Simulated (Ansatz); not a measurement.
# One shape, several levels: doublet SiHF−

Aim: a comparison of 6 runs (UHF/STO-3G, UHF/3-21G, UHF/def2-TZVPPD, U-r2SCAN/def2-TZVPPD, UB2PLYP/def2-TZVPPD, USVWN5/def2-TZVPPD) of doublet SiHF−. 

The results are computed with Ansatz 0.2.0.

58 further runs of the same task are left out: 58 set aside as unsound or not needed.

**1. The structure to begin with**

SiHF− has 3 atoms, charge -1, and is taken as a doublet. SMILES of the parent species: `F[SiH]`. Geometry: relaxed at PBE0-D4/def2-TZVP. That shape belongs to the parent species and isn't relaxed for this state.

Bond lengths: F1–Si2 1.612 Å, Si2–H3 1.541 Å. Angles: F1–Si2–H3 96.3°.

**2. A single-point energy at UHF/STO-3G (run 1)**

Input file in.yaml:

```yaml
crystal:
  periodic: [false, false, false]
  atoms:
    - symbol: F
      position_ang: [-1.090200, 0.024400, -0.602300]
    - symbol: Si
      position_ang: [0.186800, 0.629400, 0.173800]
    - symbol: H
      position_ang: [0.892400, -0.718600, 0.415300]
basis:
  gaussian: {orbitals: STO-3G}
total_charge: -1
magnetization: {spin_polarized: true, initial_magnetization: 1}
hamiltonian: {xc: hf}
accuracy: high
output: {orbitals: {seedname: orbitals}}
```

Launch:

```sh
$ ansatz run in.yaml --threads 1 --pin off --max-ram 3480MiB --events-out events.jsonl --progress --plain --runs-dir runs
```

The program printed:

```text
Warning: RAYON_NUM_THREADS=1 ignored (pool sized by the plan → 1); use --threads N
Functional definition: HF
  name "HF"
  exchange = exact_x
  correlation = 0
246 factors; integrals over basis functions are off by at most 2.7e-8 eV
mean field evaluation 1: about -10447.0997 eV, gradient 7.5e0 eV
mean field evaluation 2: about -10447.1502 eV, gradient 7.5e0 eV
mean field evaluation 4: about -10447.7264 eV, gradient 9.6e-1 eV
mean field evaluation 8: about -10447.7466 eV, gradient 1.2e-2 eV
mean field -10447.74662541 eV, -383.9476067468 hartree, gradient 6.7e-8 eV, S^2 0.754106; 0 other end points of the search recorded, 0 dependent functions left out
reference -10447.74662541 eV, -383.9476067468 hartree; 13, 12 occupied and 2, 3 virtual orbitals, 246 factors
Total energy: -10447.74662541 eV, -383.9476067468 hartree
```

Wall time 0.1 s (1 thread of Arm Neoverse V1, shared host).

**3. A single-point energy at UHF/3-21G (run 2)**

Input file run.yaml:

```yaml
basis:
  gaussian:
    orbitals: 3-21G.json
crystal:
  periodic: [false, false, false]
  atoms:
    - {symbol: F, position_ang: [-1.090200, 0.024400, -0.602300]}
    - {symbol: Si, position_ang: [0.186800, 0.629400, 0.173800]}
    - {symbol: H, position_ang: [0.892400, -0.718600, 0.415300]}
total_charge: -1
magnetization:
  spin_polarized: true
  initial_magnetization: 1
hamiltonian:
  xc: hf
accuracy: high
output: {orbitals: {seedname: orbitals}}
```

The basis set 3-21G is read from a file made from the Basis Set Exchange's data (not shown).

Launch:

```sh
$ ansatz run run.yaml --threads 1 --pin off --max-ram 3480MiB --events-out events.jsonl --progress --plain --runs-dir runs
```

The program printed:

```text
Warning: RAYON_NUM_THREADS=1 ignored (pool sized by the plan → 1); use --threads N
[... 4 set-up lines as earlier in the session ...]
467 factors; integrals over basis functions are off by at most 4.4e-9 eV
mean field evaluation 1: about -10526.0757 eV, gradient 1.7e1 eV
mean field evaluation 2: about -10526.0765 eV, gradient 1.7e1 eV
mean field evaluation 4: about -10527.3232 eV, gradient 1.5e0 eV
mean field evaluation 8: about -10527.3541 eV, gradient 4.8e-4 eV
mean field -10527.35412200 eV, -386.8731282865 hartree, gradient 2.8e-8 eV, S^2 0.756205; 0 other end points of the search recorded, 0 dependent functions left out
reference -10527.35412200 eV, -386.8731282865 hartree; 13, 12 occupied and 11, 12 virtual orbitals, 467 factors
Total energy: -10527.35412200 eV, -386.8731282865 hartree
```

Run time: 0.18 s. Hardware: 1 thread of Arm Neoverse V1, shared host.

**4. A single-point energy at UHF/def2-TZVPPD (run 3)**

Input file input.yaml:

```yaml
crystal:
  periodic: [false, false, false]
  atoms:
    - {symbol: F, position_ang: [-1.090200, 0.024400, -0.602300]}
    - {symbol: Si, position_ang: [0.186800, 0.629400, 0.173800]}
    - {symbol: H, position_ang: [0.892400, -0.718600, 0.415300]}
basis:
  gaussian:
    orbitals: def2-TZVPPD.json
total_charge: -1
magnetization:
  spin_polarized: true
  initial_magnetization: 1
hamiltonian:
  xc: hf
accuracy: high
output: {orbitals: {seedname: orbitals}}
```

The basis set def2-TZVPPD is read from a file made from the Basis Set Exchange's data (not shown).

Launch:

```sh
$ ansatz run input.yaml --threads 1 --pin off --max-ram 3480MiB --events-out events.jsonl --progress --plain --runs-dir runs
```

The program printed:

```text
Warning: RAYON_NUM_THREADS=1 ignored (pool sized by the plan → 1); use --threads N
[... 4 set-up lines as earlier in the session ...]
1560 factors; integrals over basis functions are off by at most 3.9e-9 eV
mean field evaluation 1: about -10583.2714 eV, gradient 2.3e1 eV
mean field evaluation 2: about -10583.2776 eV, gradient 2.3e1 eV
mean field evaluation 4: about -10585.5848 eV, gradient 2.2e0 eV
mean field evaluation 8: about -10585.6713 eV, gradient 1.8e-1 eV
mean field evaluation 16: about -10585.6722 eV, gradient 1.7e-8 eV
mean field -10585.67218524 eV, -389.0162775813 hartree, gradient 1.7e-8 eV, S^2 0.786995; 0 other end points of the search recorded, 0 dependent functions left out
reference -10585.67218524 eV, -389.0162775813 hartree; 13, 12 occupied and 92, 93 virtual orbitals, 1560 factors
Total energy: -10585.67218524 eV, -389.0162775813 hartree
```

It took 3.6 s on 1 thread of Arm Neoverse V1, shared host; peak memory 0.25 GiB.

Runs 4 to 5 aren't shown in full; the table further down has their settings and results.

**5. The energy at USVWN5/def2-TZVPPD (run 6)**

Input file job.yaml:

```yaml
crystal:
  periodic: [false, false, false]
  atoms:
    - {symbol: F, position_ang: [-1.090200, 0.024400, -0.602300]}
    - {symbol: Si, position_ang: [0.186800, 0.629400, 0.173800]}
    - {symbol: H, position_ang: [0.892400, -0.718600, 0.415300]}
basis:
  gaussian:
    orbitals: def2-TZVPPD.json
total_charge: -1
hamiltonian:
  xc: {name: SVWN5}
output:
  orbitals: {seedname: orbitals}
accuracy: high
magnetization:
  spin_polarized: true
  initial_magnetization: 1
```

The basis set def2-TZVPPD is read from a file made from the Basis Set Exchange's data (not shown).

Launch:

```sh
$ ansatz run job.yaml --threads 1 --pin off --max-ram 3480MiB --events-out events.jsonl --progress --plain --runs-dir runs
```

The program printed:

```text
Warning: RAYON_NUM_THREADS=1 ignored (pool sized by the plan → 1); use --threads N
Functional definition: SVWN5
  name "SVWN5"
  exchange = slater_x
  correlation = vwn5_c
1560 factors; integrals over basis functions are off by at most 3.9e-9 eV
mean field evaluation 1: about -10543.5928 eV, gradient 7.6e1 eV
mean field evaluation 2: about -10505.8631 eV, gradient 1.3e2 eV
mean field evaluation 4: about -10563.4716 eV, gradient 7.8e0 eV
mean field evaluation 8: about -10563.8676 eV, gradient 1.4e-1 eV
mean field evaluation 16: about -10563.8677 eV, gradient 8.7e-6 eV
mean field -10563.86768911 eV, -388.2149771281 hartree, gradient 5.2e-8 eV, S^2 0.752542; 0 other end points of the search recorded, 0 dependent functions left out
reference -10563.86769199 eV, -388.2149772341 hartree; 13, 12 occupied and 92, 93 virtual orbitals, 1560 factors
Total energy: -10563.86769199 eV, -388.2149772341 hartree
```

Wall time 3.6 s (1 thread of Arm Neoverse V1, shared host); peak memory 0.22 GiB.

**6. All runs side by side**

```
run                 level  frozen core orbitals  energy (Eh)  HOMO energy (eV)  LUMO energy (eV)   ⟨S²⟩  wall time
  1            UHF/STO-3G                     –  -383.947607              5.71             18.41  0.754      0.1 s
  2             UHF/3-21G                     –  -386.873128             -0.21              8.76  0.756     0.18 s
  3       UHF/def2-TZVPPD                     –  -389.016278             -0.88              6.02  0.787      3.6 s
  4  U-r2SCAN/def2-TZVPPD                     –  -389.939471              2.06              4.06  0.765       16 s
  5   UB2PLYP/def2-TZVPPD                     6  -389.834310              0.72              5.15  0.764       10 s
  6    USVWN5/def2-TZVPPD                     –  -388.214977              2.34              3.25  0.753      3.6 s
```

**7. Results**

| quantity | value |
| --- | --- |
| run 6: total energy | -388.21498 Eh |
| run 6: HOMO energy (highest over α and β) | 2.34 eV |
| run 6: LUMO energy (lowest over α and β) | 3.25 eV |
| run 6: ⟨S²⟩ | 0.753 |

What this shows: Totals of different functionals can't be ranked against each other. In runs 1, 4, 5, 6 the HOMO lies above zero, so the outermost electron may be held by the basis alone. In run 1 the basis is minimal, so the values are rough. All runs together took 34 s, the longest 16 s.
